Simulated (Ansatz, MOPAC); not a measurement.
Molecule: benzene, C6H6, net charge 0, singlet state. SMILES: c1ccccc1

Atoms: C1, C2, C3, C4, C5, C6, H7, H8, H9, H10, H11, H12. Bonds: C1-C2, C1-C6, C1-H7, C2-C3, C2-H8, C3-C4, C3-H9, C4-C5, C4-H10, C5-C6, C5-H11, C6-H12.

Bond lengths (Å) and angles (degrees) optimised at PM6 with MOPAC; MNDO with MOPAC; HF/STO-3G with Ansatz (a first-principles code); HF/6-31G* with Ansatz, each started from the B3LYP-D3(BJ)/def2-TZVP structure (Ansatz) of the last column. A row stands for all coordinates that are equal there. 6-31G* holds six Cartesian d functions. No wavenumbers were computed at MNDO, HF/STO-3G, so these may be saddle points.

```json
[
 {"coordinate": "C1-C2", "PM6": "1.399", "MNDO": "1.407", "HF/STO-3G": "1.387", "HF/6-31G*": "1.386", "B3LYP-D3(BJ)/def2-TZVP": "1.390"},
 {"coordinate": "C1-H7", "PM6": "1.088", "MNDO": "1.090", "HF/STO-3G": "1.083", "HF/6-31G*": "1.076", "B3LYP-D3(BJ)/def2-TZVP": "1.083"},
 {"coordinate": "C2-C1-C6", "PM6": "120.0", "MNDO": "120.0", "HF/STO-3G": "120.0", "HF/6-31G*": "120.0", "B3LYP-D3(BJ)/def2-TZVP": "120.0"},
 {"coordinate": "C2-C1-H7", "PM6": "120.0", "MNDO": "120.0", "HF/STO-3G": "120.0", "HF/6-31G*": "120.0", "B3LYP-D3(BJ)/def2-TZVP": "120.0"}
]
```

Mean signed difference of all 12 bond lengths from B3LYP-D3(BJ)/def2-TZVP: PM6 0.007 Å, MNDO 0.012 Å, HF/STO-3G -0.002 Å, HF/6-31G* -0.006 Å.
